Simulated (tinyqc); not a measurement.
Worked calculation: Born-Oppenheimer dynamics on the unrestricted PBE/sto-3g surface (energies and gradients from PySCF), for CH3, spin multiplicity 2. Computed by tinyqc, a small Python program that keeps every step (integrals from PySCF). Settings: charge = 0, multiplicity = 2, basis = sto-3g, functional = pbe,pbe, time step (fs) = 1.0, steps = 16. Command: `OMP_NUM_THREADS=1 python tinyqc.py 26681 26682 out.jsonl` (the two numbers bound the seeds that draw the settings). One thread of a shared host (Intel(R) Xeon(R) Processor @ 2.60GHz), about 10 s of CPU time with the checks.

positions (bohr):
```
            x          y         z
1C   0.090707   0.068030  0.194642
2H   2.020117   0.024566  0.054802
3H  -1.048798   1.834924  0.051023
4H  -1.058247  -1.802799  0.056692
```

The total energy should stay constant up to terms of order dt^2; the step counts as short enough if it moves by less than 2 % of the largest kinetic energy.

Trajectory:

| time (fs) | 1C-2H (angstrom) | potential (hartree) | kinetic (hartree) | total (hartree) |
|---|---|---|---|---|
| 0.000000 | 1.023937 | -39.26706381 | 0.00138136 | -39.26568245 |
| 1.000000 | 1.030760 | -39.26721343 | 0.00144134 | -39.26577208 |
| 2.000000 | 1.072953 | -39.27224755 | 0.00590424 | -39.26634331 |
| 3.000000 | 1.127247 | -39.27390910 | 0.00746831 | -39.26644078 |
| 4.000000 | 1.169863 | -39.27024486 | 0.00414412 | -39.26610074 |
| 5.000000 | 1.185792 | -39.26648606 | 0.00081478 | -39.26567128 |
| 6.000000 | 1.169802 | -39.26870995 | 0.00285125 | -39.26585870 |
| 7.000000 | 1.126402 | -39.27416161 | 0.00771371 | -39.26644790 |
| 8.000000 | 1.070619 | -39.27446666 | 0.00793495 | -39.26653171 |
| 9.000000 | 1.027189 | -39.26881445 | 0.00294391 | -39.26587054 |
| 10.000000 | 1.020739 | -39.26660668 | 0.00097903 | -39.26562764 |
| 11.000000 | 1.055613 | -39.27116452 | 0.00492987 | -39.26623465 |
| 12.000000 | 1.111416 | -39.27419756 | 0.00772338 | -39.26647418 |
| 13.000000 | 1.161930 | -39.27148371 | 0.00527070 | -39.26621300 |
| 14.000000 | 1.188735 | -39.26685246 | 0.00109138 | -39.26576109 |
| 15.000000 | 1.183459 | -39.26695211 | 0.00123304 | -39.26571907 |
| 16.000000 | 1.147279 | -39.27222145 | 0.00597194 | -39.26624951 |

Is the time step short enough?

No. The total energy moves within 9.0e-04 hartree; that is over 2 % of the largest kinetic energy, so the time step is too long.
